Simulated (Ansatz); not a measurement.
Base system: CdTe in the zinc blende structure (space group F-43m, No. 216; a = 6.4895 Å).

The values are results of PBEsol in Ansatz (plane waves to 420 eV, PAW, no spin-orbit coupling), earlier PAW set, not measurements.

Now apply this change: full substitution Te → S, then cell and atoms are relaxed.

Measured lattice parameter a: CdTe 6.48 Å (room temperature; as listed in M J Lucero, T M Henderson, G E Scuseria, Journal of Physics Condensed Matter (2012)); CdS 5.832 Å (room temperature; as listed in arXiv:1206.3780).

Task: How well does PBEsol reproduce the measured shift?

Result: With PBEsol the lattice parameter a moves by -0.665 Å (6.490 → 5.825) against -0.648 Å measured.

Whether these cells are dynamically stable was not tested.

Ansatz is an electronic-structure program.
